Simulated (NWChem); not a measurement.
System: nitrous oxide (N2O); SMILES N#[N+][O-]

The following NWChem deck was run.

```
start job
memory heap 200 mb stack 900 mb global 1100 mb
geometry units angstroms noautoz
  N     -1.211038    -0.021966     0.019379
  N     -0.065419    -0.001185     0.001047
  O      1.121654     0.020344    -0.017948
end
basis spherical
  N library 6-31g*
  O library 6-31g*
end
dft
  xc bhlyp
  iterations 150
  mulliken
end
task dft energy
```

All runs use the structure optimised with PBE-D3(BJ)/def2-SVP.

Q: Predict the main results of this run. (BHandHLYP/6-31G* (spherical d).) Quantities: energy (Ha); highest occupied level (eV); orbital gap (eV); dipole (D).

A: 
```yaml
energy (Ha): -184.54
highest occupied level (eV): -10.97
orbital gap (eV): 11.85
dipole (D): 0.20
```
